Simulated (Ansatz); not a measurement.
One starting cell of Ag (a generated cell, Ag built in the AFLOW prototype A_tI2_139_a (A6, as in In)) was relaxed twice with Ansatz (plane waves, PAW, scalar-relativistic): with r2SCAN at 500 eV and with PBE at 420 eV. The r2SCAN result:

```yaml
crystal:
  lattice:
    - [0.00000, 2.05275, 2.05275]
    - [2.05275, 0.00000, 2.05275]
    - [2.05275, 2.05275, 0.00000]
  atoms:
    - { symbol: Ag, position: [0.00000, 0.00000, 0.00000] }
```

```json
[
 {"quantity": "space group", "r2SCAN": "Fm-3m", "PBE": "Fm-3m"},
 {"quantity": "volume (Å³/atom)", "r2SCAN": "17.30", "PBE": "…"},
 {"quantity": "a (Å)", "r2SCAN": "4.106", "PBE": "…"},
 {"quantity": "gap (eV, no spin-orbit coupling)", "r2SCAN": "0.00", "PBE": "…"}
]
```

### Question
What does PBE give for the same quantities?

### Answer

- volume (Å³/atom), PBE: 17.86
- a (Å), PBE: 4.149
- gap (eV, no spin-orbit coupling), PBE: 0.00

Both levels end in the same structure; PBE's volume is 3.2 % larger. Neither column is exact.

No spin polarisation in the result.

Measured for Ag: a 4.062 Å (static lattice; corrected from measurement; as listed in Daniel Mejia-Rodriguez, S. B. Trickey, Phys. Rev. B (2018)). Computed minus measured — a: r2SCAN +1.1 %, PBE +2.1 %. The computed values are for a static lattice.

The run could not lose the symmetry of its start.

Ansatz is a quantum-chemistry and plane-wave program.
